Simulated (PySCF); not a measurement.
Dichlorofluoromethane, CHCl2F.
SMILES with atom numbers: `[F:1][CH:2]([Cl:3])[Cl:4]` (hydrogens: H5 on C2)

Vertical excitations from PySCF (density fitting, frozen core in the response, grid level 2 and gas phase unless stated; continuum runs use non-equilibrium linear response for the excitations) on a GFN2-xTB geometry. Reference run:

```tsv
settings	S1, eV (f)	S2, eV (f)	S3, eV (f)	S4, eV (f)	S5, eV (f)	S6, eV (f)	T1, eV (Tamm–Dancoff)	mean α (au)
CAM-B3LYP/def2-SVPD, full TDDFT, 8 singlets	7.11 (0.015)	7.43 (0.003)	7.43 (0.000)	7.84 (0.001)	8.55 (0.001)	8.77 (0.001)	6.33	43.3
```

What do these settings give: (1) KT2/def2-SVPD, level shift 0.2 Eh, full TDDFT, 25 singlets; (2) X3LYP/STO-3G, damping 0.1 at the start, DIIS from the seventh cycle, fitting basis def2-universal-jkfit, TDA, 25 singlets?

```json
{"settings": "KT2/def2-SVPD, level shift 0.2 Eh, full TDDFT, 25 singlets", "S1, eV (f)": "6.43 (0.018)", "S2, eV (f)": "6.72 (0.003)", "S3, eV (f)": "6.74 (0.010)", "S4, eV (f)": "7.23 (0.001)", "S5, eV (f)": "7.54 (0.004)", "S6, eV (f)": "7.87 (0.003)", "T1, eV (Tamm–Dancoff)": "5.81", "mean α (au)": "45.2"}
{"settings": "X3LYP/STO-3G, damping 0.1 at the start, DIIS from the seventh cycle, fitting basis def2-universal-jkfit, TDA, 25 singlets", "S1, eV (f)": "8.19 (0.000)", "S2, eV (f)": "8.45 (0.006)", "S3, eV (f)": "8.53 (0.012)", "S4, eV (f)": "8.80 (0.001)", "S5, eV (f)": "9.25 (0.004)", "S6, eV (f)": "9.27 (0.008)", "T1, eV (Tamm–Dancoff)": "7.39", "mean α (au)": "14.1"}
```

(1) S1 moves by -0.68 eV (KT2 has no exact exchange, CAM-B3LYP range-separated exact exchange). (2) S1 moves by +1.08 eV; functional, basis and response scheme change together, so the shift can't be laid on one. States are counted by energy in each run and needn't keep their character from row to row.

KT2 was designed for NMR shieldings or shifts; total energies of different functionals aren't comparable.

Give the leading configurations of S1 (H = HOMO, L = LUMO) and the HOMO–LUMO gap of each run.

```tsv
settings	S1 configurations (weight)	S1 (eV)	orbital gap (eV)	S1 − gap (eV)
CAM-B3LYP/def2-SVPD, full TDDFT, 8 singlets	H→L 0.87	7.11	11.08	-3.97
KT2/def2-SVPD, level shift 0.2 Eh, full TDDFT, 25 singlets	H→L 0.94	6.43	6.13	+0.30
X3LYP/STO-3G, damping 0.1 at the start, DIIS from the seventh cycle, fitting basis def2-universal-jkfit, TDA, 25 singlets	H→L 0.85, H−2→L 0.12	8.19	9.72	-1.53
```

Where S1 or the frontier orbitals are degenerate, the weights hang on an arbitrary mixing within the set.

